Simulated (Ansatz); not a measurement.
## A barrier at the coupled-cluster level

Start structure (SiH4SF, doublet), relaxed at PBE0-D4/def2-TZVP:

H1  (-0.482, -1.039, 0.270)
Si2  (0.783, -0.329, 0.583)
F3  (0.745, 1.088, -0.167)
S4  (-2.444, 0.272, -1.430)
H5  (0.898, -0.080, 2.038)
H6  (1.950, -1.089, 0.078)
H7  (-1.450, 1.177, -1.373)
(Å)

The step: SiH₃F ([F][SiH3]) + HS → SiH₂F ([F][SiH2]) + H₂S; bonds formed: H1–S4; bonds broken: H1–Si2. Computed with Ansatz 0.2.0 (basis: def2-TZVPP and def2-QZVPP); correlated methods freeze the cores; orbitals are unrestricted. Extrapolation: Hartree–Fock as exp(−7.88 √X), correlation as X^−2.97. Energies below are by CCSD(T) at an estimated basis limit (MP2 extrapolated from triple and quadruple zeta, plus CCSD(T) − MP2 in triple zeta).

Task: What are the electronic barrier and the energy of the step, from the start structure to the end structure? (To be estimated.)

Result: By the calculation: Barrier 9.01 kcal/mol; step energy 3.33 kcal/mol (uphill); reverse barrier, their difference, 5.67 kcal/mol. Barrier and step energy count from the start structure, the reverse barrier from the end structure.

The saddle point: One imaginary mode of 443i cm⁻¹.
| pair | start (Å) | saddle (Å) | end (Å) |
| --- | --- | --- | --- |
| H1–S4 | 2.91 | 1.50 | 1.34 |
| H1–Si2 | 1.48 | 1.85 | 3.64 |

Zero-point energy (harmonic, PBE0-D4): ZPE is 21.59 kcal/mol at the start and 19.47 kcal/mol at the saddle, so the barrier goes from 9.01 to 6.89 kcal/mol.

The T1 diagnostic stays at or below 0.015. ⟨S²⟩ of the unrestricted Hartree–Fock references: 0.75 to 0.79 (a pure state has 0.75). The start structure is not quite a true minimum (one mode of 34i cm⁻¹).

Radical steps of this kind take place in plasma deposition and etching.

Labels in which every atom is bracketed show which atoms are joined, not bond orders.

For scale, one of the runs: CCSD(T)/def2-TZVPP, 171 basis functions (an equivalent command: `ansatz run in.yaml --threads 4`). The run took 35 s on 4 CPU threads (shared host), with 3.4 GiB of host memory at its peak.
